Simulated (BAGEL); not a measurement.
**UHF/cc-pVTZ (density fitting with cc-pvqz-jkfit) run of [OF2]+ (SMILES F[O+]F)**

Aim: the vertical doublet–quartet gap of [OF2]+ at UHF/cc-pVTZ (density fitting with cc-pvqz-jkfit), from 2 runs. 

The results are computed with BAGEL 1.2.2.

7 further runs of the same task are left out: 2 that didn't finish, 5 set aside as unsound or not needed. Runs told in other sessions of the task aren't counted.

**1. The structure to begin with**

[OF2]+ has 3 atoms, charge +1, and is taken as a doublet. As SMILES, `F[O+]F`. Geometry: relaxed at PBE0-D4/def2-TZVP.

Bond lengths: F1–O2 1.297 Å, O2–F3 1.297 Å. Angles: F1–O2–F3 108.0°.

**2. The energy at UHF/cc-pVTZ (density fitting with cc-pvqz-jkfit)**

Input file hf.json:

```json
{ "bagel": [

{
  "title": "molecule",
  "basis": "cc-pvtz.json",
  "df_basis": "cc-pvqz-jkfit",
  "angstrom": true,
  "geometry": [
    { "atom": "F", "xyz": [    0.920200,   -0.309010,    0.473410 ] },
    { "atom": "O", "xyz": [    0.000640,    0.505210,    0.055670 ] },
    { "atom": "F", "xyz": [   -0.920840,   -0.196190,   -0.529090 ] }
  ]
},
{ "title": "uhf", "charge": 1, "nopen": 1 },
{ "title": "print", "file": "orbitals.molden", "orbitals": true }

]}
```

The basis set cc-pVTZ is read from a file made from the Basis Set Exchange's data (not shown).

Run with:

```
$ BAGEL_NUM_THREADS=1 BAGEL hf.json > hf.out
```

What it wrote:

```text
* using 1 threads per process

  ===============================================================
  ===============================================================

  *** Geometry ***

  { "atom" : "F", "xyz" : [      1.738926,     -0.583944,      0.894615 ] },
  { "atom" : "O", "xyz" : [      0.001209,      0.954709,      0.105201 ] },
  { "atom" : "F", "xyz" : [     -1.740135,     -0.370745,     -0.999835 ] },

  Number of auxiliary basis functions:      318

  Since a DF basis is specified, we compute 2- and 3-index integrals:
    o Being stored without compression. Storage requirement is 0.021 GB

  Number of basis functions:       90
  Number of electrons      :       26

    * METHOD: MOLECULE                             0.12

  *** Open-shell HF ***

  === Nuclear Repulsion ===
    79.1552907754

      * DIIS with orbital gradients will be used.

  === UHF iteration (cc-pvtz.json) ===
      0       -272.79842432          0.06527054           0.17
      1       -272.83492474          0.06098689           0.18
      2       -272.88153559          0.05580247           0.22
      3       -273.10354632          0.00359343           0.16
      4       -273.10817799          0.00211819           0.15
      5       -273.11022663          0.00119974           0.17
      6       -273.11166635          0.00029510           0.15
      7       -273.11186094          0.00010659           0.16
      8       -273.11197242          0.00007462           0.18
      9       -273.11202079          0.00002460           0.17
     10       -273.11209592          0.00002416           0.14
     11       -273.11218695          0.00001612           0.10
     12       -273.11223935          0.00001108           0.09
     13       -273.11225744          0.00000654           0.17
     14       -273.11225680          0.00000378           0.15
     15       -273.11225855          0.00000210           0.16
     16       -273.11225855          0.00000102           0.18
     17       -273.11225855          0.00000045           0.21
     18       -273.11225856          0.00000018           0.17
     19       -273.11225856          0.00000010           0.20
     20       -273.11225856          0.00000004           0.21
     21       -273.11225856          0.00000002           0.25
     22       -273.11225856          0.00000001           0.22
     23       -273.11225856          0.00000000           0.19
    * SCF iteration converged.

    * S^2 (UHF) is 0.7894

    * Permanent dipole moment:
           (   -0.000408,    -0.324370,    -0.035744) a.u.

    * METHOD: UHF                                  4.33

    * METHOD: PRINT                                0.04

  ===============================================================
```

Run time: 5.4 s. Hardware: 1 thread of AMD EPYC 7R43 (Zen 3), shared host; peak memory 0.079 GiB.

**3. The quartet**

Input file calc.json:

```json
{ "bagel": [

{
  "title": "molecule",
  "basis": "cc-pvtz.json",
  "df_basis": "cc-pvqz-jkfit",
  "angstrom": true,
  "geometry": [
    { "atom": "F", "xyz": [       0.920200,      -0.309010,       0.473410 ] },
    { "atom": "O", "xyz": [       0.000640,       0.505210,       0.055670 ] },
    { "atom": "F", "xyz": [      -0.920840,      -0.196190,      -0.529090 ] }
  ]
},

{ "title": "uhf", "charge": 1, "nopen": 3 },

{ "title": "print", "file": "orbitals.molden", "orbitals": true }

]}
```

The basis set cc-pVTZ is read from a file made from the Basis Set Exchange's data (not shown).

Run with:

```
$ BAGEL_NUM_THREADS=1 BAGEL calc.json > calc.out
```

What it wrote:

```text
* using 1 threads per process

  ===============================================================
  ===============================================================

  *** Geometry ***

  { "atom" : "F", "xyz" : [      1.738926,     -0.583944,      0.894615 ] },
  { "atom" : "O", "xyz" : [      0.001209,      0.954709,      0.105201 ] },
  { "atom" : "F", "xyz" : [     -1.740135,     -0.370745,     -0.999835 ] },

  Number of auxiliary basis functions:      318

  Since a DF basis is specified, we compute 2- and 3-index integrals:
    o Being stored without compression. Storage requirement is 0.021 GB

  Number of basis functions:       90
  Number of electrons      :       26

    * METHOD: MOLECULE                             0.14

  *** Open-shell HF ***

  === Nuclear Repulsion ===
    79.1552907754

      * DIIS with orbital gradients will be used.

  === UHF iteration (cc-pvtz.json) ===
      0       -272.60030567          0.04707545           0.15
      1       -272.67571289          0.04263628           0.13
      2       -272.73304055          0.03567663           0.15
      3       -272.84341085          0.00256536           0.12
      4       -272.84931153          0.00136086           0.14
      5       -272.85127007          0.00065800           0.14
      6       -272.85195102          0.00027356           0.12
      7       -272.85202081          0.00016069           0.09
      8       -272.85204037          0.00010659           0.06
      9       -272.85205392          0.00004459           0.06
     10       -272.85205684          0.00001914           0.06
     11       -272.85205720          0.00001016           0.05
     12       -272.85205730          0.00000680           0.16
     13       -272.85205736          0.00000670           0.16
     14       -272.85205738          0.00000690           0.15
     15       -272.85205730          0.00000507           0.16
     16       -272.85205726          0.00000274           0.17
     17       -272.85205726          0.00000145           0.15
     18       -272.85205726          0.00000069           0.13
     19       -272.85205726          0.00000043           0.17
     20       -272.85205726          0.00000036           0.19
     21       -272.85205726          0.00000031           0.18
     22       -272.85205726          0.00000030           0.19
     23       -272.85205726          0.00000031           0.18
     24       -272.85205726          0.00000028           0.17
     25       -272.85205726          0.00000022           0.15
     26       -272.85205726          0.00000014           0.19
     27       -272.85205726          0.00000008           0.19
     28       -272.85205726          0.00000006           0.17
     29       -272.85205726          0.00000005           0.14
     30       -272.85205726          0.00000004           0.18
     31       -272.85205726          0.00000004           0.18
     32       -272.85205726          0.00000003           0.17
     33       -272.85205726          0.00000004           0.20
     34       -272.85205726          0.00000003           0.19
     35       -272.85205726          0.00000003           0.14
     36       -272.85205726          0.00000003           0.10
     37       -272.85205726          0.00000002           0.10
     38       -272.85205726          0.00000001           0.06
     39       -272.85205726          0.00000001           0.06
     40       -272.85205726          0.00000001           0.05
    * SCF iteration converged.

    * S^2 (UHF) is 3.9005

    * Permanent dipole moment:
           (   -0.000459,    -0.448204,    -0.049332) a.u.

    * METHOD: UHF                                  5.85

    * METHOD: PRINT                                0.03

  ===============================================================
```

It took 6.6 s on 1 thread of AMD EPYC 7R43 (Zen 3), shared host; peak memory 0.14 GiB.

**4. Summary of results**

At UHF/cc-pVTZ (density fitting with cc-pvqz-jkfit):

| quantity | value |
| --- | --- |
| doublet: total energy | -273.11226 Eh |
| doublet: ⟨S²⟩ | 0.789 |
| quartet: total energy | -272.85206 Eh |
| quartet: ⟨S²⟩ | 3.901 |
| vertical energy of the quartet above the doublet | 7.080 eV |

**Reading.** At this shape the quartet lies 7.08 eV (163 kcal/mol) above the doublet. ⟨S²⟩ (quartet) is 3.90 where a pure quartet has 3.75: the reference is spin-contaminated.
